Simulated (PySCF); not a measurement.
## Continuum solvent and chemical shifts

Atom-mapped SMILES (the numbers label the heavy atoms): `[NH2:1][Na:2]`; H(Xn) means a hydrogen on atom n.

GIAO PBE0/pcSseg-1 in PySCF 2.14 on one PBE0-D3(BJ)/def2-SVP conformer, non-relativistic, equivalent nuclei averaged. Solvents enter as an IEF-PCM continuum (chloroform with ε = 4.7, water with ε = 78.4) around the gas-phase geometry.

Gas phase, σ in ppm: N1 327.5, Na2 544.5, H(N1) 34.69. Dipole moment 5.99 D.

Question: How does each σ change in the continuum?

Answer: 
| atoms | environment | Δσ, chloroform | Δσ, water |
| --- | --- | --- | --- |
| N1 | nitrogen bonded to Na, 2 H | -1.0 | -0.6 |
| Na2 | Na bonded to N | +6.5 | +8.9 |
| H(N1) | hydrogen on a nitrogen bonded to Na | +0.22 | +0.30 |

Changes are relative to the gas phase. The dipole moment becomes 6.85 D in chloroform, 7.08 D in water.

Question: Which nuclei move most (in ppm), and what does the model miss?

Answer: Na2 (Na bonded to N, +8.9 ppm) in water. A continuum only polarises the solute; specific hydrogen bonds, the anisotropy of aromatic solvents and changes of geometry or conformer are outside it.
